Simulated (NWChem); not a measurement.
System: nitrogen (N2); SMILES N#N

Here is an NWChem input.

```
start job
memory heap 200 mb stack 900 mb global 1100 mb
geometry units angstroms noautosym nocenter noautoz
  N      0.000000     0.000000     0.544738
  N      0.000000     0.000000    -0.544738
end
basis spherical
  * library 3-21g
end
dft
  xc b3lyp
  iterations 150
end
cosmo
  do_cosmo_smd true
  solvent water
end
task dft energy
```

Output (shortened):

```
             Northwest Computational Chemistry Package (NWChem) 7.3.0
             --------------------------------------------------------

                             Geometry "geometry" -> ""
                             -------------------------

 Output coordinates in angstroms (scale by  1.889725989 to convert to a.u.)

  No.       Tag          Charge          X              Y              Z
 ---- ---------------- ---------- -------------- -------------- --------------
    1 N                    7.0000     0.00000000     0.00000000     0.54473800
    2 N                    7.0000     0.00000000     0.00000000    -0.54473800

 Effective nuclear repulsion energy (a.u.)      23.8001435562

                                 NWChem DFT Module
                                 -----------------

 Summary of "ao basis" -> "ao basis" (spherical)
 ------------------------------------------------------------------------------
       Tag                 Description            Shells   Functions and Types
 ---------------- ------------------------------  ------  ---------------------
 N                           3-21g                   5        9   3s2p

 in cosmo_initialize ...
 calling solv_data for solv:h2o

 solvent parameters
 solvname_short: h2o
 solvname_long:  water
 dielec:       78.4000
 dielecinf:     1.7769
 aqueous SMD model solvent descriptors
 dielec:       78.4000
 sola:          0.8200

          ---------------
          -cosmo- solvent
          ---------------
 Cosmo: York-Karplus, doi: 10.1021/jp992097l
 dielectric constant -eps-     =  78.40
 screen = (eps-1)/(eps    )    =   0.98724
 surface charge correction     = lagrangian

   van der Waals surface
 --------------------------

 ---------- ATOMIC COORDINATES (A.U.) ------------ VDWR(ANG.) --
     1    0.00000000    0.00000000    1.02940556     1.890
     2    0.00000000    0.00000000   -1.02940556     1.890
 number of segments per atom =        128
 number of   points per atom =        128
 atom (   nspa,  nppa )
 ----------------------
    1 (     92,     0 )       0
    2 (     92,     0 )       0
 number of -cosmo- surface points =      184
 molecular surface =     61.056 angstrom**2
 molecular volume  =     41.378 angstrom**3
 -lineq- algorithm             =   0
 -bem- low  level              =   3
 -bem- from -octahedral-
 gaussian surface charge width =   4.50000
 degree of switching           =   1.00000
 switching function tolerance  =   0.00010
 atomic radii =
 --------------
    1  7.000  1.890
    2  7.000  1.890
 ...... end of -cosmo- initialization ......

 nat:                     2
 ixmem:                   309
 calling mnsol_interface()
 G(SMD-CDS) energy (kcal/mol)  =     0.000
 SMD-CDS SASA (angstrom**2)    =    61.132

            General Information
            -------------------
          SCF calculation type: DFT
          Wavefunction type:  closed shell.
          No. of atoms     :     2
          No. of electrons :    14
           Alpha electrons :     7
            Beta electrons :     7
          Charge           :     0
          Spin multiplicity:     1
          Use of symmetry is: off; symmetry adaption is: off
          Maximum number of iterations: 150
          AO basis - number of functions:    18
                     number of shells:    10
          Convergence on energy requested:  1.00D-06
          Convergence on density requested:  1.00D-05
          Convergence on gradient requested:  5.00D-04

              XC Information
              --------------
                         B3LYP Method XC Potential
                     Hartree-Fock (Exact) Exchange  0.200
                        Slater Exchange Functional  0.800 local
                    Becke 1988 Exchange Functional  0.720 non-local
              Lee-Yang-Parr Correlation Functional  0.810
                  VWN I RPA Correlation Functional  0.190 local

             Grid Information
             ----------------
          Grid used for XC integration:  medium
          Radial quadrature: Mura-Knowles
          Angular quadrature: Lebedev.
          Tag              B.-S. Rad. Rad. Pts. Rad. Cut. Ang. Pts.
          ---              ---------- --------- --------- ---------
          N                   0.65       49           5.0       434
          Grid pruning is: on
          Number of quadrature shells:    98
          Spatial weights used:  Erf1

      Superposition of Atomic Density Guess
      -------------------------------------

 Sum of atomic energies:        -108.02672284

      Non-variational initial energy
      ------------------------------

[...]

                                COSMO-SMD solvation results
                                ---------------------------

             internal energy in gas <Psi(g)|H|Psi(g)> =      -108.891044795213
         internal energy in solvent <Psi(s)|H|Psi(s)> =      -108.891013643959
                               delta internal energy  =         0.000031151253 (    0.02 kcal/mol)
   total free energy in solvent <Psi(s)|H+V/2|Psi(s)> =      -108.892230442978
 polarization energy contribution <Psi(s)|V/2|Psi(s)> =        -0.001216799018 (   -0.76 kcal/mol)
    total free energy in solvent including G(SMD-CDS) =      -108.892230442978
                       G(SMD-CDS) energy contribution =         0.000000000000 (    0.00 kcal/mol)
     1 M fixed-concentration free energy of solvation =        -0.001185647765 (   -0.74 kcal/mol)

                       DFT Final Molecular Orbital Analysis
                       ------------------------------------

 Vector    5  Occ=2.000000D+00  E=-4.654525D-01
              MO Center= -1.9D-11, -3.2D-12, -9.1D-09, r^2= 9.0D-01
   Bfn.  Coefficient  Atom+Function         Bfn.  Coefficient  Atom+Function
  ----- ------------  ---------------      ----- ------------  ---------------
     3      0.374167  1 N  px                12      0.374167  2 N  px
     7      0.325035  1 N  px                16      0.325035  2 N  px
     4      0.063154  1 N  py                13      0.063154  2 N  py
     8      0.054861  1 N  py                17      0.054861  2 N  py

 Vector    6  Occ=2.000000D+00  E=-4.654525D-01
              MO Center= -1.1D-11,  6.6D-11, -9.1D-09, r^2= 9.0D-01
   Bfn.  Coefficient  Atom+Function         Bfn.  Coefficient  Atom+Function
  ----- ------------  ---------------      ----- ------------  ---------------
     4      0.374167  1 N  py                13      0.374167  2 N  py
     8      0.325035  1 N  py                17      0.325035  2 N  py
     3     -0.063154  1 N  px                12     -0.063154  2 N  px
     7     -0.054861  1 N  px                16     -0.054861  2 N  px

 Vector    7  Occ=2.000000D+00  E=-4.039588D-01
              MO Center=  4.6D-11, -9.8D-11,  5.3D-08, r^2= 1.2D+00
   Bfn.  Coefficient  Atom+Function         Bfn.  Coefficient  Atom+Function
  ----- ------------  ---------------      ----- ------------  ---------------
     6      0.405884  1 N  s                 15      0.405884  2 N  s
     5      0.400736  1 N  pz                14     -0.400736  2 N  pz
     9      0.271776  1 N  pz                18     -0.271776  2 N  pz
     1     -0.074183  1 N  s                 10     -0.074183  2 N  s
     2      0.025224  1 N  s                 11      0.025224  2 N  s

 Vector    8  Occ=0.000000D+00  E=-3.267433D-03
              MO Center= -4.4D-12, -8.0D-13,  9.5D-09, r^2= 1.1D+00
   Bfn.  Coefficient  Atom+Function         Bfn.  Coefficient  Atom+Function
  ----- ------------  ---------------      ----- ------------  ---------------
     7      0.599688  1 N  px                16     -0.599688  2 N  px
     3      0.416700  1 N  px                12     -0.416700  2 N  px
     8      0.107451  1 N  py                17     -0.107451  2 N  py
     4      0.074663  1 N  py                13     -0.074663  2 N  py

 Vector    9  Occ=0.000000D+00  E=-3.267433D-03
              MO Center= -3.4D-12,  1.9D-11,  9.5D-09, r^2= 1.1D+00
   Bfn.  Coefficient  Atom+Function         Bfn.  Coefficient  Atom+Function
  ----- ------------  ---------------      ----- ------------  ---------------
     8      0.599688  1 N  py                17     -0.599688  2 N  py
     4      0.416700  1 N  py                13     -0.416700  2 N  py
     7     -0.107451  1 N  px                16      0.107451  2 N  px
     3     -0.074663  1 N  px                12      0.074663  2 N  px

 Vector   10  Occ=0.000000D+00  E= 5.445658D-01
              MO Center=  1.7D-12, -4.6D-12,  2.5D-11, r^2= 1.9D+00
   Bfn.  Coefficient  Atom+Function         Bfn.  Coefficient  Atom+Function
  ----- ------------  ---------------      ----- ------------  ---------------
     6      2.870958  1 N  s                 15     -2.870958  2 N  s
     9     -2.091583  1 N  pz                18     -2.091583  2 N  pz
     5     -0.240635  1 N  pz                14     -0.240635  2 N  pz
     1     -0.140035  1 N  s                 10      0.140035  2 N  s
     2      0.079869  1 N  s                 11     -0.079869  2 N  s

     Multipole analysis of the density
     ---------------------------------

     L   x y z        total         alpha         beta         nuclear
     -   - - -        -----         -----         ----         -------
     0   0 0 0     -0.000000     -7.000000     -7.000000     14.000000

     1   1 0 0     -0.000000     -0.000000     -0.000000      0.000000
     1   0 1 0      0.000000      0.000000      0.000000      0.000000
     1   0 0 1      0.000000      0.000000      0.000000      0.000000

     2   2 0 0     -7.271594     -3.635797     -3.635797      0.000000
     2   1 1 0      0.000000      0.000000      0.000000      0.000000
     2   1 0 1      0.000000      0.000000      0.000000      0.000000
     2   0 2 0     -7.271594     -3.635797     -3.635797      0.000000
     2   0 1 1     -0.000000     -0.000000     -0.000000      0.000000
     2   0 0 2     -8.963119    -11.899290    -11.899290     14.835461
```

Level: B3LYP/3-21G, SMD on the gas-phase geometry. Coordinates come from a PBE0-D3(BJ)/def2-TZVP optimisation. Solvent: water.
